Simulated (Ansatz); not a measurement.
SbI₃ (R-3, No. 148) was calculated with G0W0@HSE06 (Ansatz, a first-principles code, hard PAW, contour deformation).

The same calculation (at a fixed cell, not relaxed at this level and not confirmed as the measured one, 42.196 Å³/atom) with different numerical settings; throughout: k mesh 2×2×2:

| run | response cutoff (eV) | empty bands | quasiparticle gap on the mesh (eV) | quasiparticle gap at Γ (eV) |
|---|---|---|---|---|
| 1 | 50 | 498 | 3.152 | 3.471 |
| 2 | 75 | 915 | 3.216 | 3.528 |
| 3 | 100 | 1408 | 3.252 | 3.559 |
| 4 | 125 | 1968 | 3.274 | 3.578 |
| 5 | 150 | 2587 | ? | ? |

Q: What belongs in the gaps?

A: 
- 5, quasiparticle gap on the mesh (eV): 3.286
- 5, quasiparticle gap at Γ (eV): 3.589

In the column quasiparticle gap on the mesh (eV) the first row differs from the last by -0.134 and the next to last by -0.012.

The last row is no converged limit: other settings stay fixed.

Spin–orbit coupling is not included.

Note: GW on a hybrid start was not checked against another program.
